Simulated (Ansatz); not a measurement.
Rock-salt HfC was calculated with Hartree–Fock in Ansatz (plane waves, PAW).

Settings: plane-wave cutoff 460 eV, 10×10×10 k mesh, Fermi–Dirac smearing 0.05 eV, scalar-relativistic PAW data made under PBE.

Properties against volume:

```
V (Å³/atom)  P (GPa)  direct gap at Γ (eV)  smallest gap on the k mesh (eV)
-----------  -------  --------------------  -------------------------------
12.776         13.45                 6.219                            1.552
13.112          6.29                 6.225                            1.705
13.371          1.34                 6.227                            1.813
13.784         -5.68                 6.224                            1.971
14.121        -10.68                 6.218                            2.087
```

The fundamental gap (1.84 eV at the equilibrium volume, on the SCF mesh) lies elsewhere than Γ–Γ.

Spin–orbit coupling is not included.

Ansatz is a program for electronic structure.
